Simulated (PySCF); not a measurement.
fluorine (F₂), SMILES FF. Coordinates come from a PBE-D3(BJ)/def2-TZVPD optimisation.

Computed equilibrium geometry at PBE-D3(BJ)/def2-TZVPD (PySCF confirms it by a frequency run) as bond lengths and angles, and its point group:
point group D∞h.
Atoms: F1 F2. Bonded distances (Å): .
